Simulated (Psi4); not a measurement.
# CH3S (SMILES C[S]): levels of theory compared

We compute a comparison of 3 runs (U-wB97X/cc-pVDZ, UPBE0/def2-SVP, UCCSD/DZ) of CH3S. 

The results are computed with Psi4 1.11.

1 further run of the same task is left out (set aside as unsound or not needed).

## Step 1: Starting point

CH3S: 5 atoms, total charge 0, spin state doublet. As SMILES, `C[S]`. The coordinates come from a GFN2-xTB relaxation.

Bond lengths: C1–S2 1.793 Å, C1–H3 1.087 Å, C1–H4 1.087 Å, C1–H5 1.087 Å. Angles: S2–C1–H3 108.9°, S2–C1–H4 108.9°, S2–C1–H5 108.9°, H3–C1–H4 110.1°, H3–C1–H5 110.0°, H4–C1–H5 110.1°.

## Step 2: Energy and gradient at U-wB97X/cc-pVDZ (run 1)

File input.json:

```json
{
  "schema_name": "qcschema_input",
  "schema_version": 1,
  "molecule": {
    "schema_name": "qcschema_molecule",
    "schema_version": 2,
    "symbols": ["C", "S", "H", "H", "H"],
    "geometry": [-0.24020309, 0.05533118, 0.13022103, 2.67868678, -0.61690109, -1.45369072, -0.47365985, -1.26836528, 1.68363259, -1.78554552, -0.14894821, -1.20859324, -0.17927832, 1.9789023, 0.84843034],
    "molecular_charge": 0,
    "molecular_multiplicity": 2,
    "fix_symmetry": "c1",
    "fix_com": true,
    "fix_orientation": true
  },
  "driver": "gradient",
  "model": {
    "method": "wb97x",
    "basis": "cc-pVDZ"
  },
  "keywords": {
    "reference": "uks",
    "puream": true,
    "e_convergence": 1e-09,
    "d_convergence": 1e-08,
    "scf_type": "pk",
    "dft_radial_points": 99,
    "dft_spherical_points": 590,
    "maxiter": 200,
    "scf_properties": ["MULLIKEN_CHARGES", "DIPOLE", "WIBERG_LOWDIN_INDICES"]
  }
}
```

Command:

```
$ psi4 --qcschema input.json -n 1 --memory 1600MB
```

stdout:

```text
[...]
  Running in c1 symmetry.
[...]
  Nuclear repulsion =   48.663701626351056
[...]
  Multiplicity = 2
[...]
  Nalpha       = 13
  Nbeta        = 12
[...]
    Number of basis functions: 47
[...]
   @UKS iter   1:  -437.99094495312016   -4.54842e-01   6.25374e-03 DIIS/ADIIS
[...]
   @UKS iter  12:  -438.04334820688871   -1.70530e-12   5.16944e-09 DIIS
[...]
   @S^2 Observed:                7.534233438E-01
[...]
  @UKS Final Energy:  -438.04334820688871
   => Energetics <=
    Nuclear Repulsion Energy =             48.6637016263510560
    One-Electron Energy =                -699.3941775239832168
    Two-Electron Energy =                 236.6228681991729275
    DFT Exchange-Correlation Energy =     -23.9357405084294648
    Empirical Dispersion Energy =           0.0000000000000000
    VV10 Nonlocal Energy =                  0.0000000000000000
    Total Energy =                       -438.0433482068887088
[...]
 Multipole Moments:
 ------------------------------------------------------------------------------------
     Multipole            Electronic (a.u.)      Nuclear  (a.u.)        Total (a.u.)
 ------------------------------------------------------------------------------------
 L = 1.  Multiply by 2.5417464519 to convert [e a0] to [Debye]
 Dipole X            :        -39.5477403           38.9792863           -0.5684541
 Dipole Y            :          9.1035677           -8.9768416            0.1267262
 Dipole Z            :         21.4844460          -21.1542556            0.3301904
 Magnitude           :                                                    0.6694963
[...]
  Mulliken Charges: (a.u.)
   Center  Symbol    Alpha    Beta     Spin     Total
       1     C     3.06693  3.09599 -0.02906 -0.16292
       2     S     8.52947  7.54968  0.97980 -0.07915
       3     H     0.47279  0.44220  0.03059  0.08501
       4     H     0.46271  0.46114  0.00158  0.07615
       5     H     0.46809  0.45100  0.01709  0.08090
   Total alpha = 13.00000, Total beta = 12.00000, Total charge =  0.00000
  Wiberg Bond Indices using Orthogonal Lowdin Orbitals:
  Total Bond Index:
[...]
  -Total Gradient:
     Atom            X                  Y                   Z
    ------   -----------------  -----------------  -----------------
       1       -0.005548716787    -0.000900110639     0.014857531221
       2       -0.004535776797     0.001730298964    -0.001111658275
       3        0.000501669297     0.005010080198    -0.008290766668
       4        0.008972314511     0.001075714795     0.001200748899
       5        0.000645136189    -0.006925757495    -0.006680318757
[...]
```

The result, in JSON:

```text
{
 "driver": "gradient",
 "model": {
  "method": "wb97x",
  "basis": "cc-pVDZ"
 },
 "success": true,
 "return_result": [-0.005548716787419552, -0.0009001106385902249, 0.014857531221153677, -0.004535776796735613, 0.0017302989636574957, -0.0011116582748778442, 0.0005016692968638874, 0.005010080197739117, -0.008290766667518296, 0.008972314511400598, 0.0010757147945203611, 0.0012007488987520742, 0.0006451361892881166, -0.006925757495339968, -0.0066803187572030895],
 "properties": {
  "calcinfo_nbasis": 47,
  "calcinfo_nmo": 47,
  "calcinfo_nalpha": 13,
  "calcinfo_nbeta": 12,
  "calcinfo_natom": 5,
  "nuclear_repulsion_energy": 48.663701626351056,
  "return_energy": -438.0433482068887,
  "return_gradient": [-0.005548716787419552, -0.0009001106385902249, 0.014857531221153677, -0.004535776796735613, 0.0017302989636574957, -0.0011116582748778442, 0.0005016692968638874, 0.005010080197739117, -0.008290766667518296, 0.008972314511400598, 0.0010757147945203611, 0.0012007488987520742, 0.0006451361892881166, -0.006925757495339968, -0.0066803187572030895],
  "scf_one_electron_energy": -699.3941775239832,
  "scf_two_electron_energy": 236.62286819917293,
  "scf_xc_energy": -23.935740508429465,
  "scf_dipole_moment": [-0.5684540708138144, 0.12672616963686956, 0.3301903956671701],
  "scf_total_energy": -438.0433482068887,
  "scf_total_gradient": [-0.005548716787419552, -0.0009001106385902249, 0.014857531221153677, -0.004535776796735613, 0.0017302989636574957, -0.0011116582748778442, 0.0005016692968638874, 0.005010080197739117, -0.008290766667518296, 0.008972314511400598, 0.0010757147945203611, 0.0012007488987520742, 0.0006451361892881166, -0.006925757495339968, -0.0066803187572030895],
  "scf_iterations": 12
 }
}
```

Run time: 38 s. Hardware: 1 thread of AMD EPYC 7R43 (Zen 3), shared host; peak memory 0.7 GiB.

## Step 3: Energy and gradient at UPBE0/def2-SVP (run 2)

File ch3s.in:

```
memory 1.6 GB

molecule m {
  0 2
  C     -0.127110     0.029280     0.068910
  S      1.417500    -0.326450    -0.769260
  H     -0.250650    -0.671190     0.890940
  H     -0.944870    -0.078820    -0.639560
  H     -0.094870     1.047190     0.448970
  symmetry c1
  no_reorient
  no_com
}

set {
  basis                def2-SVP
  reference            uks
  puream               true
  e_convergence        1e-09
  d_convergence        1e-08
  scf_type             pk
  dft_radial_points    99
  dft_spherical_points 590
  maxiter              200
}

e_tot, wfn = gradient('pbe0', return_wfn=True)
oeprop(wfn, 'MULLIKEN_CHARGES', 'DIPOLE', 'LOWDIN_CHARGES')
```

Command:

```
$ psi4 -n 1 ch3s.in ch3s.out
```

ch3s.out:

```text
[...]
  Running in c1 symmetry.
[...]
  Nuclear repulsion =   48.663701600571137
[...]
  Multiplicity = 2
[...]
  Nalpha       = 13
  Nbeta        = 12
[...]
    Number of basis functions: 47
[...]
   @UKS iter   1:  -437.58931127949370   -2.67661e-01   1.01911e-02 ADIIS/DIIS
[...]
   @UKS iter  33:  -437.71009162572375   -1.02318e-12   6.55527e-09 DIIS
[...]
   @S^2 Observed:                7.533598186E-01
[...]
  @UKS Final Energy:  -437.71009162572375
   => Energetics <=
    Nuclear Repulsion Energy =             48.6637016005711374
    One-Electron Energy =                -699.2222096333924810
    Two-Electron Energy =                 237.0477266826209188
    DFT Exchange-Correlation Energy =     -24.1993102755233309
    Empirical Dispersion Energy =           0.0000000000000000
    VV10 Nonlocal Energy =                  0.0000000000000000
    Total Energy =                       -437.7100916257237486
[...]
  -Total Gradient:
     Atom            X                  Y                   Z
    ------   -----------------  -----------------  -----------------
       1       -0.008960939467    -0.002905728266     0.015294641734
       2       -0.003619557054     0.002404688694    -0.001243878060
       3        0.001101872181     0.005737348124    -0.008212867006
       4        0.009655765526     0.001775573414     0.001309997358
       5        0.001822830326    -0.007011879048    -0.007147874735
[...]
 Multipole Moments:
 ------------------------------------------------------------------------------------
     Multipole            Electronic (a.u.)      Nuclear  (a.u.)        Total (a.u.)
 ------------------------------------------------------------------------------------
 L = 1.  Multiply by 2.5417464519 to convert [e a0] to [Debye]
 Dipole X            :        -39.5371942           38.9792863           -0.5579079
 Dipole Y            :          9.0945147           -8.9768416            0.1176731
 Dipole Z            :         21.4787242          -21.1542557            0.3244685
 Magnitude           :                                                    0.6560396
[...]
```

It took 37 s on 1 thread of AMD EPYC 7R43 (Zen 3), shared host; peak memory 0.55 GiB.

## Step 4: A single-point energy at UCCSD/DZ (DKH3, Cartesian functions) (run 3)

File job.in:

```
memory 1600 MB

molecule geom {
  0 2
  C     -0.127110     0.029280     0.068910
  S      1.417500    -0.326450    -0.769260
  H     -0.250650    -0.671190     0.890940
  H     -0.944870    -0.078820    -0.639560
  H     -0.094870     1.047190     0.448970
  symmetry c1
}

set {
  reference uhf
  scf_type pk
  df_basis_mp2 def2-tzvp-ri
  relativistic dkh
  dkh_order 3
}

e_tot, wfn = energy('ccsd/DZ', return_wfn=True)
```

Command:

```
$ psi4 job.in job.out -n 1
```

job.out:

```text
[...]
  Running in c1 symmetry.
[...]
  Nuclear repulsion =   48.663701600571137
[...]
  Multiplicity = 2
[...]
  Nalpha       = 13
  Nbeta        = 12
[...]
    Number of basis functions: 34
[...]
   @UHF iter   1:  -438.02205553757722   -6.12834e-01   6.46920e-03 DIIS/ADIIS
[...]
   @UHF iter  14:  -438.05472490140721   -5.11591e-13   5.29799e-09 DIIS
[...]
   @S^2 Observed:                7.536146977E-01
[...]
    Orbital Energies [Eh]
    ---------------------
    Alpha Occupied:
       1A    -92.220737     2A    -11.262604     3A     -9.025962
       4A     -6.670384     5A     -6.653510     6A     -6.649720
       7A     -1.064973     8A     -0.861710     9A     -0.615728
      10A     -0.604316    11A     -0.488739    12A     -0.421693
      13A     -0.371258
    Alpha Virtual:
      14A      0.199861    15A      0.282713    16A      0.313681
      17A      0.320200    18A      0.452186    19A      0.457183
      20A      0.473607    21A      0.690482    22A      0.744563
      23A      0.784572    24A      0.833885    25A      1.111013
[...]
  @UHF Final Energy:  -438.05472490140721
   => Energetics <=
    Nuclear Repulsion Energy =             48.6637016005711374
    One-Electron Energy =                -700.2784141877505135
    Two-Electron Energy =                 213.5599876857722279
    Total Energy =                       -438.0547249014071554
  UHF NO Occupations:
  HONO-2 :   11  A 1.9997722
  HONO-1 :   12  A 1.9986586
[...]
 Multipole Moments:
 ------------------------------------------------------------------------------------
     Multipole            Electronic (a.u.)      Nuclear  (a.u.)        Total (a.u.)
 ------------------------------------------------------------------------------------
 L = 1.  Multiply by 2.5417464519 to convert [e a0] to [Debye]
 Dipole X            :          3.0948659           -3.7392099           -0.6443440
 Dipole Y            :         -0.7141377            0.8611376            0.1469999
 Dipole Z            :         -1.6578116            2.0293375            0.3715259
 Magnitude           :                                                    0.7581686
[...]
      * MP2 total energy                      = -438.260989594499279
[...]
      * CCSD total energy                     = -438.285833580362748
[...]
```

It took 14 s on 1 thread of AMD EPYC 7R43 (Zen 3), shared host; peak memory 0.19 GiB.

## Step 5: The series

```
run                                 level      task  Cartesian functions  energy (Eh)  dipole moment (D)  HOMO energy (eV)  LUMO energy (eV)  wall time
  1                       U-wB97X/cc-pVDZ  gradient                   no  -438.043348               1.70             -8.85             -1.52       38 s
  2                        UPBE0/def2-SVP  gradient                   no  -437.710092               1.67             -6.33             -3.58       37 s
  3  UCCSD/DZ (DKH3, Cartesian functions)    energy                  yes  -438.285834                  –             -9.28              0.82       14 s
```

## Step 6: Results

```
                                                         quantity          value
                                              run 3: total energy  -438.28583 Eh
run 3: HOMO energy (Hartree–Fock orbitals) (highest over α and β)       -9.28 eV
 run 3: LUMO energy (Hartree–Fock orbitals) (lowest over α and β)        0.82 eV
                                        run 3: correlation energy     -231.1 mEh
                         run 3: ⟨S²⟩ of the reference determinant          0.754
                                             run 3: T1 diagnostic          0.009
```

Totals of different functionals can't be ranked against each other. Some runs of one species differ in core potentials or relativity; totals across that change don't compare. All runs together took 89 s, the longest 38 s.
